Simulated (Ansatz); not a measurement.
```json
{"atom": "C", "x (Å)": "-0.0032", "y (Å)": "-0.0792", "z (Å)": "-1.5793"}
{"atom": "C", "x (Å)": "-0.0329", "y (Å)": "-0.0730", "z (Å)": "0.2891"}
{"atom": "C", "x (Å)": "0.1495", "y (Å)": "0.0640", "z (Å)": "1.5421"}
```

RHF on singlet C3 was run in several spherical basis sets with Ansatz (development build ahead of 0.2.0). Caution for RHF: stretched shape with no unrestricted run beside it, a lower state can exist.

Question: Rank the basis sets by the total energy that they give, lowest first, with the distance from the lowest.
A. 6-31G
B. 6-31G(d)
C. def2-SVP
D. STO-3G

Answer: B (0.00 eV), A (0.86 eV), C (2.59 eV), D (40.01 eV).

Totals follow the description of the cores as much as that of the bonds, so this order isn't one of quality for chemistry.
